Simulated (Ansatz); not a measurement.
Relaxation of BClH$_{3}$N (6 atoms, charge 0, multiplicity 1), to a largest force component of 0.03 eV/Å in at most 50 steps.

These are results of Ansatz, RHF/def2-SVP, not measurements.

```xyz
6
Properties=species:S:1:pos:R:3:forces:R:3
B -0.049 0.332 -1.141 -0.12 0.07 -0.30
Cl 1.117 -0.400 1.605 0.72 0.35 -0.82
H 1.674 0.035 0.486 -0.61 -0.44 1.13
N -1.360 0.070 -0.851 -0.02 0.03 -0.01
H -1.663 -0.288 0.037 0.03 0.00 -0.01
H -2.096 0.250 -1.509 0.01 -0.02 0.01
```

Q: Where does it end, and by what steps?

A: It converged. The force dipped under the threshold on the way, but the program's further checks kept it going. After 23 steps the energy has fallen by 0.195 eV; Cl2 moved furthest, 1.55 Å.

```tsv
step	energy less start (eV)	largest force component (eV/Å)	accepted
0	0.0000	1.129	yes
1	-0.0692	1.065	yes
2	-0.0928	0.771	yes
3	-0.0995	0.483	yes
4	-0.1004	0.784	yes
5	-0.1177	0.208	yes
6	-0.1169	0.479	no
7	-0.1226	0.259	yes
8	-0.1297	0.279	yes
9	-0.1442	0.188	yes
10	-0.1627	0.099	yes
11	-0.1443	0.944	no
12	-0.1718	0.052	yes
13	-0.1772	0.242	yes
14	-0.1887	0.027	yes
15	-0.1680	0.630	no
16	-0.1886	0.184	no
17	-0.1902	0.070	yes
18	-0.1895	0.282	no
19	-0.1928	0.049	yes
20	-0.1939	0.079	yes
21	-0.1942	0.073	yes
22	-0.1943	0.073	yes
23	-0.1948	0.003	yes
```

```xyz
6
Properties=species:S:1:pos:R:3
B -0.542 0.014 -0.326
Cl 2.653 -0.220 1.639
H 1.561 -0.137 0.966
N -1.708 0.093 -1.031
H -2.594 -0.171 -0.641
H -1.747 0.420 -1.980
```

Whether the end is a true minimum wasn't checked by a vibrational analysis.

Run time: 21 s on 1 thread of Intel(R) Xeon(R) Platinum 8259CL CPU @ 2.50GHz (Skylake/Cascade Lake) (shared host), peak memory 0.13 GiB.
